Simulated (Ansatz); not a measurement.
Frontier orbitals of carbon dioxide, CO$_{2}$.

Charge 0, multiplicity 1. Geometry: relaxed with PBE0-D4/def2-TZVP. Basis def2-TZVPP, the Gaussian-basis code of Ansatz.

A caution on the coupled-cluster cation, which keeps the state that its UHF reference found: spin contamination of the cation.

```json
{"functional": "ωB97X-V", "HOMO (eV)": "-13.11", "LUMO (eV)": "2.82"}
```

(1) Give HOMO and LUMO (eV) with LDA (SPW92), PBE, revPBE, BLYP, r2SCAN, B97M-V, PBE0, B3LYP, r2SCANh, r2SCAN0, HSE06 (plane-wave form), BHLYP, CAM-B3LYP, LC-ωPBE, ωB97M-V, HF. (Estimate.)

Answers

(1) The calculation gave: 
```tsv
functional	HOMO	LUMO
LDA (SPW92)	-9.27	-0.46
PBE	-9.03	-0.15
revPBE	-8.95	-0.03
BLYP	-8.93	-0.19
r2SCAN	-9.42	0.22
B97M-V	-9.44	0.29
PBE0	-10.69	0.81
B3LYP	-10.42	0.38
r2SCANh	-10.03	0.66
r2SCAN0	-10.97	1.23
HSE06 (plane-wave form)	-10.28	0.43
BHLYP	-12.28	1.43
CAM-B3LYP	-12.16	1.57
LC-ωPBE	-13.49	3.06
ωB97M-V	-13.03	2.39
HF	-14.81	3.65
```

B3LYP here is the variant with VWN-RPA as its local correlation; programs differ in this. LC-ωPBE has ω = 0.4 bohr⁻¹. Positive LUMOs are unbound and depend on the basis.
